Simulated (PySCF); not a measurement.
**methylenesilane (CH₄Si): geometry, spin-spin couplings**

Wanted: the spin-spin couplings of methylenesilane (CH₄Si) (`C=[SiH2]`), by calculation.

Computed with PySCF 2.14.0, with density-fitted response routines of our own, on a single molecule in the gas phase. Atoms count from 0, in the outputs and in this text.

### Step 1. Starting geometry

6 atoms, charge 0, multiplicity 1; geometry from: GFN2-xTB.

Bonds of the start (Å): C0–Si1 1.75, C0–H2 1.08, C0–H3 1.08, Si1–H4 1.46, Si1–H5 1.46.

### Step 2. Geometry optimisation at PBE0-D3(BJ)/def2-SVP

The job: settings as JSON, then the geometry in Å.

```
{"job": {"xc": "PBE0", "basis": "def2-SVP", "d3": "d3bj", "grid": 1, "kind": "geom"}, "charge": 0, "multiplicity": 1}
C     -0.955060    -0.040450    -0.021280
Si     0.790800     0.033580     0.004580
H     -1.570820     0.842180    -0.051090
H     -1.496040    -0.971140    -0.010000
H      1.670830    -1.128640     0.045490
H      1.566540     1.268450    -0.010860
```

Standard output:

```text
step   0  E = -329.63950993  max force = 0.036118
step   1  E = -329.64168096  max force = 0.005155
step   2  E = -329.64180695  max force = 0.003568
step   3  E = -329.64186953  max force = 0.000570
step   4  E = -329.64187189  max force = 0.000266
optimisation converged
```

Wall time 2.7 s (1 thread, shared host).

Step by step:

```csv
step,energy from step 0 (eV),largest force component (eV/Å)
0,0.0000,1.8573
1,-0.0591,0.2651
2,-0.0625,0.1835
3,-0.0642,0.0293
4,-0.0643,0.0137
```

Distances of close pairs at the start and the end, largest changes first:

```
  bond  before (Å)  after (Å)  change (Å)
C0–Si1       1.748      1.707      -0.040
Si1–H4       1.458      1.485      +0.027
Si1–H5       1.458      1.485      +0.027
 C0–H3       1.077      1.094      +0.017
 C0–H2       1.077      1.094      +0.017
```

The final coordinates are the input of the step that follows.

```csv
at the end point,value
point group (found at 0.08 Å tolerance),C2v
"rotational constants (GHz, main isotopes)","103.6, 14.735, 12.900"
dipole moment (D),0.62
```

### Step 3. Indirect couplings: B3LYP/cc-pVTZ

The job: settings as JSON, then the geometry in Å.

```
{"job": {"kind": "j", "xc": "B3LYP", "basis": "cc-pVTZ"}, "charge": 0, "multiplicity": 1}
C     -0.925991    -0.039478    -0.021330
Si     0.779346     0.035272     0.004523
H     -1.546632     0.860432    -0.051750
H     -1.464662    -0.991193    -0.008504
H      1.634829    -1.178397     0.046439
H      1.529359     1.317344    -0.012538
```

With the program's defaults for keys left out, this is: B3LYP/cc-pVTZ indirect spin-spin coupling, non-relativistic, gas phase.

Standard output:

```text
coarse grid: 5192 points
cycle   1  E = -329.9120117891  dE = -1.986e-02  |g| = 5.102e-01  |ddm| = 4.667e+00
cycle   2  E = -329.6297884373  dE =  2.822e-01  |g| = 9.947e-01  |ddm| = 2.138e+00
cycle   3  E = -329.9863747888  dE = -3.566e-01  |g| = 6.920e-02  |ddm| = 1.553e+00
cycle   4  E = -329.9884133096  dE = -2.039e-03  |g| = 2.476e-02  |ddm| = 1.849e-01
cycle   5  E = -329.9886558749  dE = -2.426e-04  |g| = 5.939e-03  |ddm| = 5.922e-02
cycle   6  E = -329.9886661591  dE = -1.028e-05  |g| = 1.007e-03  |ddm| = 9.599e-03
cycle   7  E = -329.9886664427  dE = -2.836e-07  |g| = 2.330e-04  |ddm| = 1.254e-03
final grid: 44624 points
cycle   8  E = -329.9914555504  dE = -1.404e-05  |g| = 2.488e-03  |ddm| = 4.492e-02
cycle   9  E = -329.9914517233  dE =  3.827e-06  |g| = 4.305e-03  |ddm| = 1.017e-02
cycle  10  E = -329.9914568413  dE = -5.118e-06  |g| = 6.778e-04  |ddm| = 6.936e-03
cycle  11  E = -329.9914570201  dE = -1.788e-07  |g| = 1.113e-04  |ddm| = 1.381e-03
cycle  12  E = -329.9914570235  dE = -3.473e-09  |g| = 2.552e-05  |ddm| = 2.284e-04
cycle  13  E = -329.9914570238  dE = -2.249e-10  |g| = 1.962e-06  |ddm| = 4.167e-05
converged SCF energy = -329.9914570238

Indirect spin-spin couplings (Hz)
  i      j    bonds     total        FC       PSO       DSO        SD
  0 C    1 Si   1    -99.833  -105.515    14.410    -0.024    -8.704
  0 C    2 H    1    151.680   149.818     0.899     0.464     0.499
  0 C    3 H    1    151.630   149.766     0.900     0.465     0.499
  0 C    4 H    2     14.759    15.663    -0.671    -0.578     0.346
  0 C    5 H    2     14.749    15.655    -0.671    -0.580     0.346
  1 Si   2 H    2      1.522    -1.514     2.426     0.363     0.247
  1 Si   3 H    2      1.552    -1.490     2.430     0.363     0.249
  1 Si   4 H    1   -197.813  -198.792     0.661    -0.086     0.404
  1 Si   5 H    1   -197.958  -198.939     0.663    -0.086     0.404
  2 H    3 H    2     -8.673    -9.364     3.552    -3.419     0.558
  2 H    4 H    3     14.306    15.567     1.341    -2.745     0.143
  2 H    5 H    3      1.420     1.944     0.361    -0.841    -0.044
  3 H    4 H    3      1.442     1.961     0.357    -0.833    -0.043
  3 H    5 H    3     14.311    15.574     1.340    -2.747     0.143
  4 H    5 H    2     35.855    37.297     1.131    -2.610     0.037
```

It took 4.1 s on 1 thread, shared host.

The basis is not made for couplings: without tight functions at the nuclei these values are rough.

Couplings of 1 Hz or more, nine at most for each number of bonds, with means over like pairs (isotopes 13C, 1H, 29Si):

```csv
pair,bonds,J (Hz),Fermi contact (Hz),dihedral (°)
Si1–H4,1,-197.9,-198.9,–
C0–H2,1,151.7,149.8,–
C0–Si1,1,-99.8,-105.5,–
H4–H5,2,35.9,37.3,–
C0–H4,2,14.8,15.7,–
H2–H3,2,-8.7,-9.4,–
Si1–H2,2,1.5,-1.5,–
H2–H4,3,14.3,15.6,180
H2–H5,3,1.4,2.0,0
```

Where two rows join the same classes of atoms, they are the two kinds of pair (J and J′ of an AA′XX′ pattern), each a mean over its own pairs alone.

### Step 4. J couplings: B3LYP/6-31G*

Settings changed since step 3:

```diff
@@ -1,2 +1,2 @@
-{"job": {"kind": "j", "xc": "B3LYP", "basis": "cc-pVTZ"}, "charge": 0, "multiplicity": 1}
+{"job": {"kind": "j", "xc": "B3LYP", "basis": "6-31G*"}, "charge": 0, "multiplicity": 1}
 C     -0.925991    -0.039478    -0.021330
```

Level: B3LYP/6-31G* indirect spin-spin coupling, non-relativistic, gas phase.

Standard output:

```text
coarse grid: 5192 points
cycle   1  E = -329.8906806234  dE = -1.080e-02  |g| = 4.896e-01  |ddm| = 2.045e+00
cycle   2  E = -329.6316596590  dE =  2.590e-01  |g| = 9.415e-01  |ddm| = 1.371e+00
cycle   3  E = -329.9642586227  dE = -3.326e-01  |g| = 5.636e-02  |ddm| = 1.052e+00
cycle   4  E = -329.9656399661  dE = -1.381e-03  |g| = 2.103e-02  |ddm| = 1.112e-01
cycle   5  E = -329.9658248250  dE = -1.849e-04  |g| = 4.049e-03  |ddm| = 3.179e-02
cycle   6  E = -329.9658307437  dE = -5.919e-06  |g| = 8.920e-04  |ddm| = 4.953e-03
final grid: 44624 points
cycle   7  E = -329.9390730902  dE = -3.114e-06  |g| = 1.456e-03  |ddm| = 5.473e-03
cycle   8  E = -329.9390731534  dE = -6.328e-08  |g| = 1.486e-03  |ddm| = 3.381e-03
cycle   9  E = -329.9390736966  dE = -5.431e-07  |g| = 5.574e-04  |ddm| = 1.704e-03
cycle  10  E = -329.9390738119  dE = -1.153e-07  |g| = 3.291e-05  |ddm| = 6.224e-04
cycle  11  E = -329.9390738121  dE = -2.718e-10  |g| = 1.200e-05  |ddm| = 4.211e-05
converged SCF energy = -329.9390738121

Indirect spin-spin couplings (Hz)
  i      j    bonds     total        FC       PSO       DSO        SD
  0 C    1 Si   1   -135.678  -139.766    12.336    -0.025    -8.223
  0 C    2 H    1    169.698   168.168     0.348     0.537     0.646
  0 C    3 H    1    169.664   168.132     0.350     0.537     0.645
  0 C    4 H    2      8.883     9.930    -0.683    -0.571     0.206
  0 C    5 H    2      8.881     9.931    -0.683    -0.572     0.206
  1 Si   2 H    2      6.277     3.054     2.411     0.356     0.456
  1 Si   3 H    2      6.284     3.057     2.414     0.355     0.457
  1 Si   4 H    1   -226.830  -227.170     0.586    -0.119    -0.126
  1 Si   5 H    1   -226.990  -227.330     0.586    -0.119    -0.127
  2 H    3 H    2    -12.493   -11.802     2.110    -3.288     0.487
  2 H    4 H    3     14.283    16.129     0.718    -2.710     0.146
  2 H    5 H    3      1.937     2.770     0.022    -0.812    -0.043
  3 H    4 H    3      1.962     2.788     0.019    -0.804    -0.041
  3 H    5 H    3     14.285    16.133     0.717    -2.711     0.146
  4 H    5 H    2     35.657    37.745     0.439    -2.526    -0.002
```

Wall time 1.4 s (1 thread, shared host).

This basis has no tight s functions, so the Fermi-contact terms are rough.

This run: J(Si1,H4) -226.9 Hz, J(C0,H2) 169.7 Hz, J(C0,Si1) -135.7 Hz (means over like pairs).

### Step 5. Comparing the runs: spin-spin couplings

Couplings (Hz), each a mean over the pairs like the one named, with basis size and wall time:

```csv
run,Si1–H4,C0–H2,C0–Si1,H4–H5,C0–H4,H2–H4,H2–H3,functions,time
B3LYP/cc-pVTZ,-197.9,151.7,-99.8,35.9,14.8,14.3,-8.7,120,4.1 s
B3LYP/6-31G*,-226.9,169.7,-135.7,35.7,8.9,14.3,-12.5,40,1.4 s
```

### Step 6. Results

| quantity | value |
| --- | --- |
| point group | C2v |
| rotational constants (main isotopes) | 103.60, 14.74, 12.90 GHz |
| largest coupling of the table (B3LYP/cc-pVTZ) | 1J(Si,H) Si1–H4, -197.9 Hz |
| range of J(Si1,H4), mean over like pairs | -226.9 to -197.9 Hz |

Relaxing lowered the energy by 0.064 eV in 4 steps; the close pair that moved most is C0–Si1, from 1.748 to 1.707 Å. No frequency check was run at this level, so the end point may be a saddle. Of the pairs tabulated at B3LYP/cc-pVTZ, Si1–H4 (mean over like pairs) couples most strongly (-197.9 Hz; Fermi contact -198.9 Hz). The coupling Si1–H4, as a mean over pairs of its kind, runs from -226.9 Hz (B3LYP/6-31G*) to -197.9 Hz (B3LYP/cc-pVTZ). Couplings from bases without tight functions are rough.
